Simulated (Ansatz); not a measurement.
1T (CdI2-type) TiTe2, treated with r²SCAN-D4 (Ansatz, a program for electronic structure, plane waves, PAW).

Run with plane-wave cutoff 560 eV, 18×18×10 k mesh (along the axes of the cell as run), Fermi–Dirac smearing 0.05 eV, no spin polarisation, scalar-relativistic PAW data made under PBE.

Cell (relaxed at this level):

```cif
data_Te2Ti
_chemical_formula_sum 'Ti1 Te2'
_space_group_name_H-M_alt 'P 1'
_space_group_IT_number 1
_cell_length_a 3.78821
_cell_length_b 3.78821
_cell_length_c 6.68218
_cell_angle_alpha 90.000
_cell_angle_beta 90.000
_cell_angle_gamma 120.000
loop_
_space_group_symop_operation_xyz
  'x, y, z'
loop_
_atom_site_label
_atom_site_type_symbol
_atom_site_fract_x
_atom_site_fract_y
_atom_site_fract_z
_atom_site_occupancy
Ti1 Ti 0.00000 0.00000 0.00000 1
Te1 Te 0.33333 0.66667 0.25372 1
Te2 Te 0.66667 0.33333 0.74628 1
```

Problem. Estimate the bulk modulus B0 and pressure derivative B′ of the bulk modulus that the calculation returns.

Solution. 
- bulk modulus B0 = 23.2 GPa
- pressure derivative B′ of the bulk modulus = 13.3

The run finds no gap.

Note: the bulk modulus comes from volumes at which shape and atoms were relaxed.

Spin–orbit coupling is not included; it can open a gap where bands touch, and shift volumes and moduli.

Computing time: about 27 core-minutes (a rough figure).
